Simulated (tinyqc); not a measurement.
Inside a calculation. Method: RKS/PBE0 in the sto-3g basis, for H2F+, spin multiplicity 1. One step of it, computed by the program tinyqc.

Task: Iteration 2: building the Kohn-Sham matrix. J_ij = sum D_kl (ij|kl), K_ij = sum D_kl (ik|jl); F = H + J - 0.125 K + V_xc; E = tr D H + tr D J / 2 - 0.0625 tr D K + E_xc + E_nn.

D after iteration 1:
```
            1F 1s      1F 2s    1F 2px     1F 2py     1F 2pz      2H 1s      3H 1s
1F 1s    2.113290  -0.472533  0.000000   0.000000   0.046258  -0.024119  -0.024119
1F 2s   -0.472533   2.001394  0.000000   0.000000  -0.258922   0.050443   0.050443
1F 2px   0.000000   0.000000  2.000000   0.000000   0.000000   0.000000   0.000000
1F 2py   0.000000   0.000000  0.000000   1.553860   0.000000   0.331704  -0.331704
1F 2pz   0.046258  -0.258922  0.000000   0.000000   1.736048   0.243986   0.243986
2H 1s   -0.024119   0.050443  0.000000   0.331704   0.243986   0.108991  -0.032628
3H 1s   -0.024119   0.050443  0.000000  -0.331704   0.243986  -0.032628   0.108991
```

core Hamiltonian H = T + V (hartree):
```
             1F 1s       1F 2s     1F 2px     1F 2py     1F 2pz      2H 1s      3H 1s
1F 1s   -41.108593   -9.647550   0.000000   0.000000  -0.016605  -1.752893  -1.752893
1F 2s    -9.647550  -11.581434   0.000000   0.000000  -0.201409  -3.870023  -3.870023
1F 2px    0.000000    0.000000  -9.211268   0.000000   0.000000   0.000000   0.000000
1F 2py    0.000000    0.000000   0.000000  -9.333389   0.000000  -1.973564   1.973564
1F 2pz   -0.016605   -0.201409   0.000000   0.000000  -9.289785  -1.646549  -1.646549
2H 1s    -1.752893   -3.870023   0.000000  -1.973564  -1.646549  -5.524489  -1.717474
3H 1s    -1.752893   -3.870023   0.000000   1.973564  -1.646549  -1.717474  -5.524489
```

Two-electron integrals (ij|kl) in chemists' order, unique and non-zero (hartree):
```
(11|11) 5.403501    (21|11) 0.841920    (21|21) 0.156299    (22|11) 1.268028
(22|21) 0.292344    (22|22) 0.926167    (31|31) 0.027998    (32|31) 0.043169
(32|32) 0.204588    (33|11) 1.264502    (33|21) 0.292403    (33|22) 0.925959
(33|33) 0.997514    (41|41) 0.027998    (42|41) 0.043169    (42|42) 0.204588
(43|43) 0.053770    (44|11) 1.264502    (44|21) 0.292403    (44|22) 0.925959
(44|33) 0.889973    (44|44) 0.997514    (51|51) 0.027998    (52|51) 0.043169
(52|52) 0.204588    (53|53) 0.053770    (54|54) 0.053770    (55|11) 1.264502
(55|21) 0.292403    (55|22) 0.925959    (55|33) 0.889973    (55|44) 0.889973
(55|55) 0.997514    (61|11) 0.154151    (61|21) 0.028367    (61|22) 0.052691
(61|33) 0.052611    (61|41) 0.000908    (61|42) 0.001699    (61|44) 0.052761
(61|51) 0.000728    (61|52) 0.001362    (61|54) 0.000120    (61|55) 0.052708
(61|61) 0.005202    (62|11) 0.379835    (62|21) 0.088702    (62|22) 0.312302
(62|33) 0.307806    (62|41) 0.004707    (62|42) 0.036321    (62|44) 0.315833
(62|51) 0.003774    (62|52) 0.029123    (62|54) 0.006436    (62|55) 0.312967
(62|61) 0.016321    (62|62) 0.128257    (63|31) 0.009412    (63|32) 0.055290
(63|43) 0.007698    (63|53) 0.006172    (63|63) 0.019270    (64|11) 0.198095
(64|21) 0.046866    (64|22) 0.176666    (64|33) 0.169044    (64|41) 0.011592
(64|42) 0.074851    (64|44) 0.188864    (64|51) 0.001748    (64|52) 0.015685
(64|54) 0.009720    (64|55) 0.171889    (64|61) 0.008996    (64|62) 0.088931
(64|64) 0.080473    (65|11) 0.158840    (65|21) 0.037579    (65|22) 0.141657
(65|33) 0.135546    (65|41) 0.001748    (65|42) 0.015685    (65|44) 0.139094
(65|51) 0.010814    (65|52) 0.067867    (65|54) 0.010542    (65|55) 0.150172
(65|61) 0.007213    (65|62) 0.071308    (65|64) 0.049075    (65|65) 0.058620
(66|11) 0.523017    (66|21) 0.124150    (66|22) 0.503331    (66|33) 0.485837
(66|41) 0.008517    (66|42) 0.091830    (66|44) 0.517421    (66|51) 0.006829
(66|52) 0.073632    (66|54) 0.025326    (66|55) 0.506144    (66|61) 0.023005
(66|62) 0.261392    (66|64) 0.210530    (66|65) 0.168811    (66|66) 0.774606
(71|11) 0.154151    (71|21) 0.028367    (71|22) 0.052691    (71|33) 0.052611
(71|41) -0.000908   (71|42) -0.001699   (71|44) 0.052761    (71|51) 0.000728
(71|52) 0.001362    (71|54) -0.000120   (71|55) 0.052708    (71|61) 0.005139
(71|62) 0.015915    (71|64) 0.008033    (71|65) 0.007039    (71|66) 0.022242
(71|71) 0.005202    (72|11) 0.379835    (72|21) 0.088702    (72|22) 0.312302
(72|33) 0.307806    (72|41) -0.004707   (72|42) -0.036321   (72|44) 0.315833
(72|51) 0.003774    (72|52) 0.029123    (72|54) -0.006436   (72|55) 0.312967
(72|61) 0.015915    (72|62) 0.107421    (72|64) 0.050810    (72|65) 0.058096
(72|66) 0.182355    (72|71) 0.016321    (72|72) 0.128257    (73|31) 0.009412
(73|32) 0.055290    (73|43) -0.007698   (73|53) 0.006172    (73|63) 0.015705
(73|73) 0.019270    (74|11) -0.198095   (74|21) -0.046866   (74|22) -0.176666
(74|33) -0.169044   (74|41) 0.011592    (74|42) 0.074851    (74|44) -0.188864
(74|51) -0.001748   (74|52) -0.015685   (74|54) 0.009720    (74|55) -0.171889
(74|61) -0.008033   (74|62) -0.050810   (74|64) -0.008619   (74|65) -0.026871
(74|66) -0.076034   (74|71) -0.008996   (74|72) -0.088931   (74|74) 0.080473
(75|11) 0.158840    (75|21) 0.037579    (75|22) 0.141657    (75|33) 0.135546
(75|41) -0.001748   (75|42) -0.015685   (75|44) 0.139094    (75|51) 0.010814
(75|52) 0.067867    (75|54) -0.010542   (75|55) 0.150172    (75|61) 0.007039
(75|62) 0.058096    (75|64) 0.026871    (75|65) 0.046745    (75|66) 0.109528
(75|71) 0.007213    (75|72) 0.071308    (75|74) -0.049075   (75|75) 0.058620
(76|11) 0.155717    (76|21) 0.036757    (76|22) 0.142278    (76|33) 0.139357
(76|44) 0.141721    (76|51) 0.002427    (76|52) 0.023016    (76|55) 0.145604
(76|61) 0.006710    (76|62) 0.059663    (76|64) 0.035897    (76|65) 0.037835
(76|66) 0.132115    (76|71) 0.006710    (76|72) 0.059663    (76|74) -0.035897
(76|75) 0.037835    (76|76) 0.034749    (77|11) 0.523017    (77|21) 0.124150
(77|22) 0.503331    (77|33) 0.485837    (77|41) -0.008517   (77|42) -0.091830
(77|44) 0.517421    (77|51) 0.006829    (77|52) 0.073632    (77|54) -0.025326
(77|55) 0.506144    (77|61) 0.022242    (77|62) 0.182355    (77|64) 0.076034
(77|65) 0.109528    (77|66) 0.340892    (77|71) 0.023005    (77|72) 0.261392
(77|74) -0.210530   (77|75) 0.168811    (77|76) 0.132115    (77|77) 0.774606
```

nuclear repulsion = 10.09953734 hartree

V_xc (hartree):
```
            1F 1s      1F 2s     1F 2px     1F 2py     1F 2pz      2H 1s      3H 1s
1F 1s   -2.630240  -0.365386   0.000000   0.000000   0.000911  -0.067426  -0.067426
1F 2s   -0.365386  -0.714548   0.000000   0.000000   0.000192  -0.221753  -0.221753
1F 2px   0.000000   0.000000  -0.713545   0.000000   0.000000   0.000000   0.000000
1F 2py   0.000000   0.000000   0.000000  -0.704173   0.000000  -0.119501   0.119501
1F 2pz   0.000911   0.000192   0.000000   0.000000  -0.710929  -0.098092  -0.098092
2H 1s   -0.067426  -0.221753   0.000000  -0.119501  -0.098092  -0.299437  -0.086745
3H 1s   -0.067426  -0.221753   0.000000   0.119501  -0.098092  -0.086745  -0.299437
```

E_xc = sum of w rho eps_xc = -8.34538181 hartree

Give: Coulomb J; exchange K; Kohn-Sham matrix F; total energy of this density.

Result:

Coulomb J (hartree):
```
         1F 1s  1F 2s  1F 2px  1F 2py  1F 2pz  2H 1s   3H 1s
1F 1s   20.434  3.902   0.000   0.000  -0.005  0.708   0.708
1F 2s    3.902  9.686   0.000   0.000   0.005  3.201   3.201
1F 2px   0.000  0.000   9.683   0.000   0.000  0.000   0.000
1F 2py   0.000  0.000   0.000   9.673   0.000  1.788  -1.788
1F 2pz  -0.005  0.005   0.000   0.000   9.677  1.439   1.439
2H 1s    0.708  3.201   0.000   1.788   1.439  5.094   1.442
3H 1s    0.708  3.201   0.000  -1.788   1.439  1.442   5.094
```

exchange K (hartree):
```
         1F 1s   1F 2s  1F 2px  1F 2py  1F 2pz  2H 1s   3H 1s
1F 1s   11.078   1.923   0.000   0.000   0.002  0.367   0.367
1F 2s    1.923   3.142   0.000   0.000  -0.050  1.086   1.086
1F 2px   0.000   0.000   2.629   0.000   0.000  0.000   0.000
1F 2py   0.000   0.000   0.000   2.471   0.000  0.586  -0.586
1F 2pz   0.002  -0.050   0.000   0.000   2.534  0.479   0.479
2H 1s    0.367   1.086   0.000   0.586   0.479  0.809   0.365
3H 1s    0.367   1.086   0.000  -0.586   0.479  0.365   0.809
```

Kohn-Sham matrix F (hartree):
```
          1F 1s   1F 2s  1F 2px  1F 2py  1F 2pz   2H 1s   3H 1s
1F 1s   -24.690  -6.351   0.000   0.000  -0.021  -1.158  -1.158
1F 2s    -6.351  -3.002   0.000   0.000  -0.190  -1.026  -1.026
1F 2px    0.000   0.000  -0.571   0.000   0.000   0.000   0.000
1F 2py    0.000   0.000   0.000  -0.674   0.000  -0.378   0.378
1F 2pz   -0.021  -0.190   0.000   0.000  -0.640  -0.365  -0.365
2H 1s    -1.158  -1.026   0.000  -0.378  -0.365  -0.831  -0.408
3H 1s    -1.158  -1.026   0.000   0.378  -0.365  -0.408  -0.831
```

total energy of this density = -99.02550 hartree
